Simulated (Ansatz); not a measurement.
## Equilibrium volume per atom of antiferromagnetic (type II) rock-salt NiO: levels of theory against measurement

Reference value: 9.07 Å³/atom (measured, 5 K, zero-point motion not removed, pseudo-cubic cell; as tabulated in Yang et al. (2022), arXiv:2205.02972).

| level (code) | value (Å³/atom) |
|---|---|
| LDA (Ansatz) | 8.37 |
| PBE (Ansatz) | (withheld) |
| PBEsol (Ansatz) | 8.74 |
| PBE-D3(BJ) (Ansatz) | 9.06 |
| PBE-D4 (Ansatz) | 9.01 |
| rVV10 (Ansatz) | (withheld) |
| PBE+U (ortho-atomic projectors) (Ansatz) | 9.63 |
| r²SCAN (Ansatz) | 9.02 |

Task: Some entries are withheld; supply them.

Result: 
- PBE (Ansatz, a quantum-chemistry and plane-wave program), value (Å³/atom): 9.21
- rVV10 (Ansatz), value (Å³/atom): 9.39

Differences against the reference: LDA -7.7 %, PBE +1.5 %, PBEsol -3.6 %, PBE-D3(BJ) -0.1 %, PBE-D4 -0.7 %, rVV10 +3.5 %, PBE+U (ortho-atomic projectors) +6.2 %, r²SCAN -0.6 %.

Once the reference is moved by up to 1.0 % (a margin picked here for doubts on the reference and the settings, and for temperature and zero-point motion) and values within 0.3 % count as equal, the nearest can be PBE-D3(BJ) (-0.1 %), r²SCAN (-0.6 %), PBE-D4 (-0.7 %) or PBE (+1.5 %). By the same margin the farthest can be LDA (-7.7 %) or PBE+U (ortho-atomic projectors) (+6.2 %).

The reference isn't brought to a static lattice, while the calculations are for one, so the differences are not the levels' errors alone. A static lattice is as a rule a little smaller than the measured one. Spin-polarised runs: LDA (opposed moments), PBE (opposed moments), PBEsol (opposed moments), PBE-D3(BJ) (opposed moments), PBE-D4 (opposed moments), rVV10 (opposed moments), PBE+U (ortho-atomic projectors) (opposed moments), r²SCAN (opposed moments). PBE-D3(BJ), PBE-D4: a distance lies near a switch of the dispersion term, which can move the cell. PBE+U (ortho-atomic projectors): results with U depend on the projectors and the PAW data. PBE+U (ortho-atomic projectors) takes U_eff Ni 6.2 eV. Cutoffs and k meshes differ between the levels. Ansatz's density-functional and Hartree–Fock values are scalar-relativistic unless marked +SOC, with PAW data made under PBE.

Differences are worked out from the printed values.
